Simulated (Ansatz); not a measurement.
A calculation with Ansatz (development build ahead of 0.2.0).

```yaml
crystal:
  periodic: [false, false, false]
  atoms:
    - { symbol: Si, position_ang: [-0.04183, -0.01319, -1.14923] }
    - { symbol: Si, position_ang: [-0.03164, -0.00757, 1.2112] }
    - { symbol: H, position_ang: [0.00466, -1.38614, -1.64309] }
    - { symbol: H, position_ang: [-1.25797, 0.71066, -1.66483] }
    - { symbol: H, position_ang: [1.17719, 0.67053, -1.68238] }
    - { symbol: H, position_ang: [-0.03494, 1.38466, 1.65936] }
    - { symbol: H, position_ang: [-1.18627, -0.73081, 1.71803] }
    - { symbol: H, position_ang: [1.24071, -0.74141, 1.67254] }
basis:
  gaussian: { orbitals: cc-pVTZ }
hamiltonian:
  xc: hf
correlation:
  method: mp2
  frozen_orbitals: { H: 0, Si: 5 }
```

The input is written out in the form of the current development build from the run's settings.

Results

```
Converged                       : yes
Reference energy                : -581.36827 hartree
Correlation energy              : -0.26451 hartree
Total energy                    : -581.63279 hartree
Spin squared of the determinant : 0.000
```
